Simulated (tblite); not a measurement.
# C2H2ClF: the cost of one run

Computed with tblite 0.8.0 and PySCF 2.14.0; each step states its level. No surroundings beyond the atoms listed, unless a continuum is named. Atoms count from 0, parts from 1.

### 1 The system as given

6 atoms, charge 0, multiplicity 1; geometry: rigid parts in contact. Parts: 1 = atoms 0–1, `FCl`, charge 0; 2 = atoms 2–5, `C#C`, charge 0.

### 2 Search for minima with GFN2-xTB

The job: settings as JSON, then the geometry in Å.

```
{"job": {"kind": "dock", "xc": "GFN2-xTB", "basis": "xTB"}, "charge": 0, "multiplicity": 1, "parts": [{"atoms": "0-1", "charge": 0, "multiplicity": 1}, {"atoms": "2-5", "charge": 0, "multiplicity": 1}]}
Cl     0.840814    -0.003519     0.005474
F     -0.840814     0.003519    -0.005474
C      3.160028     0.019801     1.944005
C      2.898653    -0.870907     2.694597
H      3.390023     0.802986     1.283870
H      2.668830    -1.654080     3.354787
```

With the program's defaults for keys left out, this is: GFN2-xTB search for minima from random contacts, gas phase.

Launch:

```console
$ OMP_NUM_THREADS=1 python cluster_run.py task.json out
```

This one command runs all jobs of the session in turn.

Q: Estimate the wall time of this first job on 1 thread of Arm Neoverse N1, shared host.

About 7.6 s.
